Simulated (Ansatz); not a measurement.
Z-matrix (Å, degrees):
```
C
C 1 1.498
Cl 1 1.786 2 116.7
C 1 1.553 2 86.8 3 -117.7
H 1 1.090 2 116.0 3 126.2
C 2 1.334 1 93.4 3 121.0
H 2 1.082 1 131.6 3 -61.0
H 4 1.091 1 112.9 2 112.3
H 4 1.093 1 115.6 2 -120.8
H 6 1.084 2 133.3 1 175.1
```

Total charge 0; spin multiplicity 1.

(1) List the r2SCAN/def2-TZVPP orbital energies in eV (the Gaussian-basis code of Ansatz). (Estimate.)

Results:

(1) Ansatz gave: Occupied: -2753.02, -274.94, -273.65, -273.57, -273.49, -254.38, -192.99, -192.74, -192.74, -23.57, -21.24, -17.46, -16.62, -13.65, -13.34, -12.05, -10.59, -9.77, -9.29, -8.81, -7.33, -7.12, -6.74. Lowest empty: -1.08, 0.48, 1.73, 2.09, 2.26, 2.87, 3.24, 3.72.
